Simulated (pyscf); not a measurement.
Thermochemistry of product channels of HO–In [singlet] + silanol (HO–SiH₃) on the singlet surface, in kcal/mol, from ωB97M-D3(BJ)/def2-TZVP energies (ideal gas, 1 atm, RRHO with modes under 100 cm⁻¹ raised to 100, one conformer, R ln 2 for chiral ones without a mode under 150 cm⁻¹). PySCF, gas phase, ωB97X-D3(BJ)/def2-SVP geometries.

```json
[
 {"products": "O=In–O–SiH₃ + hydrogen (H₂)", "ΔE": "+64.8", "ΔH(298 K)": "+60.7", "ΔG(600 K)": "+66.0", "ΔG(1200 K)": "+69.8"},
 {"products": "HO–InH–O–SiH₃", "ΔE": "?", "ΔH(298 K)": "+2.7", "ΔG(600 K)": "+23.8", "ΔG(1200 K)": "+43.0"}
]
```

### Question
Fill in the missing entries.

### Answer

- HO–InH–O–SiH₃, ΔE: +3.7

These are energies of the channels, which say nothing of barriers. Elements past Kr carry the def2 core potentials, without spin-orbit coupling.
